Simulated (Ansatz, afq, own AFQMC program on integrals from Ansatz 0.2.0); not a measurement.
Two steps: Ansatz 0.2.0 writes the Fock matrix and Cholesky factors of the valence space, and afq projects on them the lowest state that overlaps trial and start.

```yaml
crystal:
  periodic: [false, false, false]
  atoms:
    - {symbol: W, position_ang: [0.000000, -0.263362, 0.000000]}
    - {symbol: Cl, position_ang: [0.000000, 0.710962, -2.030431]}
    - {symbol: Cl, position_ang: [0.000000, 0.710962, 2.030431]}
    - {symbol: H, position_ang: [0.000000, -1.979343, 0.000000]}
basis:
  gaussian: {orbitals: def2-SVP}
magnetization: {spin_polarized: true, initial_magnetization: 3}
correlation: {method: ccsd_t, electrons: outside_noble_gas, hamiltonian_folder: ham}
```

```sh
$ ansatz run in.yaml --threads 1 --pin off --events-out ev --progress --plain --max-ram 16896MiB --backend cuda --devices 0, --max-vram 18GiB
```

Options of the walk:

```
--method phaseless --trial cisd --walkers 4000 --populations 20 --least-time 60 --time-step 0.005 --steps-per-block 50 --equilibration-blocks 40 --max-blocks 4000 --target-error 0.00028 --factor-cut 1e-05 --start spin_pure --seed 3905 --release-times 0.24,0.48,0.8,1.2 --release-step 0.04 --release-every 4 --taylor-order 6
```

Times are imaginary, in 1/Eh. The walk had a cap of 349 s. With eight or more populations the least sampling time is a fifth of least-time, and the error comes from their spread. Core potentials past Kr, no spin–orbit coupling.

Output of the walk:

```
orbitals 59  electrons 12 9  factors 492 of 687
reference energy -985.75996912 Eh
CCSD correlation -0.41502037 Eh in 12 cycles, weight of the determinant in the CISD state 0.8251
energy of the start -986.172884 Eh
 block  time / (1/Eh)  mean weight  energy / Eh
     1     0.250  0.9998  -986.162184
     2     0.500  0.9998  -986.167630
     3     0.750  0.9999  -986.173548
     4     1.000  1.0000  -986.178373
     5     1.250  0.9998  -986.181263
    10     2.500  0.9999  -986.185389
    19     4.750  1.0000  -986.189519
    29     7.250  1.0001  -986.188660
    39     9.750  0.9998  -986.189949
    49    12.250  1.0002  -986.188532
    51    12.750  1.0000  -986.186969
    59    14.750  1.0001  -986.189026
    69    17.250  1.0000  -986.188830
    71    17.750  0.9995  -986.190299
    79    19.750  1.0002  -986.188207
    89    22.250  0.9998  -986.187846
error from the spread of 20 populations
released: time / (1/Eh)  energy / Eh  error  mean overlap
  0.24  -986.188928  0.000174  0.9998
  0.48  -986.189022  0.000158  1.0005
  0.80  -986.189163  0.000289  0.9993
  1.20  -986.189497  0.000248  0.9936
energy -986.188721 +/- 0.000244 Eh
(rows thinned)
```

The run passed its tests (sampling time, drift between the halves within three errors, error under three times the target), which doesn't prove that it has relaxed.

Against this walk (error 6.6 meV) on the same determinant: CCSD(T) 38.3 meV higher, CCSDT(Q) 20.7 meV lower. The error is statistical and leaves out the bias of the constraint. The released energies are still falling (meV from the phaseless value at times in 1/Eh: -6 ± 5 at 0.24, -8 ± 4 at 0.48, -12 ± 8 at 0.80, -21 ± 7 at 1.20), so they give no level. CCSDT(Q) is the surest value here, so the walk's 21 meV above it is most likely the bias of the constraint with this trial, which can have either sign.

Cautions: constraint bias not in the error; no spin-orbit coupling; outer-core shells of the metal frozen; lower spins were not checked; higher spins were not checked.

The walk took 95 s on 1 × NVIDIA H100 80GB HBM3 with 2 threads of AMD EPYC 7R13 Processor (Zen 3) (shared host) (the card was shared). The log's last line is the phaseless energy.

CCSDT and higher add their correlation energy to the determinant of the CCSD(T) run, since their own runs factorise the integrals more tightly (a shift of under 2 meV). A walk keeps the symmetry of its determinant, which the program's search chose and which needn't be the lowest solution, so a lower state of the same spin and another symmetry isn't excluded.
